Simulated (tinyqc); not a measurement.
Inside a calculation. Method: CCD on RHF in the sto-6g basis, frozen core, for H2O, spin multiplicity 1. One step of it, computed by the program tinyqc.

Problem. Orthogonalisation. S = U s U^T; canonical form X = U s^(-1/2), so that X^T S X = 1. Each column of U has its largest component positive (the first on a tie).

overlap S:
```
           1O 1s     1O 2s    1O 2px     1O 2py    1O 2pz     2H 1s      3H 1s
1O 1s   1.000000  0.231145  0.000000   0.000000  0.000000  0.043315   0.044325
1O 2s   0.231145  1.000000  0.000000   0.000000  0.000000  0.409366   0.415398
1O 2px  0.000000  0.000000  1.000000   0.000000  0.000000  0.000000   0.000000
1O 2py  0.000000  0.000000  0.000000   1.000000  0.000000  0.276350  -0.279229
1O 2pz  0.000000  0.000000  0.000000   0.000000  1.000000  0.220548   0.222976
2H 1s   0.043315  0.409366  0.000000   0.276350  0.220548  1.000000   0.204349
3H 1s   0.044325  0.415398  0.000000  -0.279229  0.222976  0.204349   1.000000
```

Give: eigenvalues of S; X.

Solution.

eigenvalues of S: 0.4082  0.4920  0.8866  1.0000  1.0963  1.3037  1.8131

X:
```
              1        2        3       4        5        6        7
1O 1s   -0.3187  -0.0149   0.7442  0.0000  -0.6176   0.0013   0.1647
1O 2s    1.0745   0.0389  -0.3018  0.0000  -0.3093   0.0022   0.4345
1O 2px   0.0000   0.0000   0.0000  1.0000   0.0000   0.0000   0.0000
1O 2py  -0.0376   0.8713   0.0006  0.0000  -0.0012   0.6928  -0.0030
1O 2pz   0.5108   0.0186   0.6535  0.0000   0.6305   0.0016   0.2085
2H 1s   -0.6449  -0.8224  -0.1681  0.0000   0.1375   0.3820   0.3797
3H 1s   -0.7179   0.7712  -0.1661  0.0000   0.1364  -0.3756   0.3846
```
